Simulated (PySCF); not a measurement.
## Which basis set comes closest?

Molecule: `CC(C)C(=O)O`, C₄H₈O₂.

Bonds (- single, = double, # triple, : aromatic): C1-C2 1.519 Å, C2-C3 1.530 Å, C2-C4 1.512 Å, C4=O5 1.203 Å, C4-O6 1.342 Å. C1 carries H7, H8, H9; C2 carries H10; C3 carries H11, H12, H13; O6 carries H14.

Geometry PBE0-D3(BJ)/def2-SVP throughout; GIAO in PySCF 2.14.0 with density-fitted response routines, gas phase, one conformer, non-relativistic; equivalent atoms averaged; functional PBE0.

Reference values (measured; solution, not stated per compound (mostly CDCl3 or CCl4); Pretsch, Buehlmann, Badertscher, Structure Determination of Organic Compounds, 4th ed. (2009)): δ(C2) = 34.1 ppm, δ(C1/C3) = 18.8 ppm, δ(H10) = 2.56 ppm, δ(H7/H8/H9/H11/H12/H13) = 1.21 ppm. Computed shifts are taken against TMS, calculated as an isolated molecule at each level.

**Question.** How do the basis sets STO-3G, 6-31G, pcSseg-0, 6-31G*, def2-SVP, cc-pVDZ, pcSseg-1, 6-311+G(2d,p), aug-cc-pVDZ, def2-TZVP, IGLO-III, cc-pVTZ, pcSseg-2 perform against the reference? Times are CPU seconds on shared hosts with different chips, so compare them loosely.

**Answer.** 
```csv
basis set,functions,C2,C1/C3,H10,H7/H8/H9/H11/H12/H13,mean abs. error C,mean abs. error H,core-s
STO-3G,38,32.2,22.0,1.92,1.11,2.5,0.37,3.2
6-31G,70,33.8,20.1,2.65,1.35,0.8,0.11,6
pcSseg-0,70,34.6,21.9,2.65,1.45,1.8,0.16,5
6-31G*,100,31.7,19.1,2.47,1.18,1.4,0.06,8.7
def2-SVP,124,31.6,19.0,2.15,1.02,1.3,0.30,11
cc-pVDZ,124,35.4,20.2,2.20,1.07,1.3,0.25,9.9
pcSseg-1,142,34.0,20.0,2.26,1.18,0.7,0.17,21
"6-311+G(2d,p)",210,34.9,19.0,2.53,1.14,0.5,0.05,26
aug-cc-pVDZ,210,35.5,19.0,2.53,1.22,0.8,0.02,22
def2-TZVP,234,35.4,19.9,2.50,1.13,1.2,0.07,31
IGLO-III,290,36.2,20.1,2.54,1.16,1.7,0.04,34
cc-pVTZ,292,34.6,19.6,2.48,1.15,0.7,0.07,35
pcSseg-2,328,36.4,20.5,2.51,1.16,2.0,0.05,46
```

For ¹³C the closest is 6-311+G(2d,p) (0.5 ppm, with pcSseg-1, cc-pVTZ practically level) and the furthest STO-3G (2.5 ppm).

For ¹H the closest is aug-cc-pVDZ (0.02 ppm, with IGLO-III practically level) and the furthest STO-3G (0.37 ppm). Where a smaller basis beats a larger one, errors probably cancel; the largest sets show where the functional converges. One molecule is a small sample, and vibrational and solvent effects are absent from the calculation.

A small basis that lands close on one nucleus may do so by chance; judge by the trend and by all nuclei.
